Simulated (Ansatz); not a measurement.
# Rock-salt TiN

The numbers are results of PBE-D3(BJ) in Ansatz (PAW), not measurements.

Run with plane-wave cutoff 500 eV, 16×16×16 k mesh, Fermi–Dirac smearing 0.05 eV, no spin polarisation, scalar-relativistic PAW data made under PBE.

Cell (relaxed at this level):

```xyz
2
Lattice="0.0000 2.1029 2.1029 2.1029 0.0000 2.1029 2.1029 2.1029 0.0000" Properties=species:S:1:pos:R:3 pbc="T T T"
Ti     0.0000     0.0000     0.0000
N      2.1029     2.1029     2.1029
```

- volume per atom = 9.30 Å³/atom
- equilibrium lattice constant a = 4.206 Å

Measured, for comparison: equilibrium volume per atom 9.52 Å³/atom, lattice constant a 4.239 Å (temperature not stated, not corrected to a static lattice; as tabulated in Zhang et al. (2018), doi:10.1088/1367-2630/aac7f0). Computed (rounded) less measured: equilibrium volume per atom -2.3 %, lattice constant a -0.8 %. A static lattice is as a rule a little smaller and stiffer than an uncorrected measurement, which narrows the difference in the lattice constant a and would widen misses of the other sign.

Note: the run has no spin polarisation, so it can have missed a magnetic state.

It cost about 16 core-seconds (a rough figure) of CPU time.

Ansatz is a program for electronic structure.
